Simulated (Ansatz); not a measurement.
Basis sets compared for AlH2Me (CH5Al). The state is a singlet with charge 0. Geometry PBE-D4/def2-TZVP. Ansatz on 4 threads of Arm Neoverse V2 on a shared host; times are rough, and most runs start from earlier orbitals.

Cartesian coordinates in Å:
```
Al -0.406 0.965 -0.172
H 0.554 2.244 -0.229
H -1.973 1.165 -0.426
C 0.336 -0.817 0.172
H 0.692 -1.255 -0.777
H -0.406 -1.515 0.586
H 1.204 -0.787 0.847
```

Binding counts from free atoms (Al doublet, H doublet, C triplet) in the same basis, without a counterpoise term.

```json
{"level": "PBE-D4/def2-SVP", "functions": "57", "energy (Eh)": "-283.2088", "HOMO (eV)": "-6.77", "LUMO (eV)": "-2.04", "binding per atom (eV)": "3.20", "wall time": "0.3 s"}
{"level": "PBE0-D4/def2-SVP", "functions": "57", "energy (Eh)": "-283.2473", "HOMO (eV)": "-8.07", "LUMO (eV)": "-1.28", "binding per atom (eV)": "3.19", "wall time": "0.35 s"}
```

(1) Estimate the rows for PBE-D4/def2-TZVP, PBE0-D4/def2-TZVP.

## Answers

(1) 
```
            level  functions  energy (Eh)  HOMO (eV)  LUMO (eV)  binding per atom (eV)  wall time
 PBE-D4/def2-TZVP         98    -283.3419      -6.81      -2.08                   3.19     0.45 s
PBE0-D4/def2-TZVP         98    -283.3767      -8.08      -1.31                   3.18     0.55 s
```
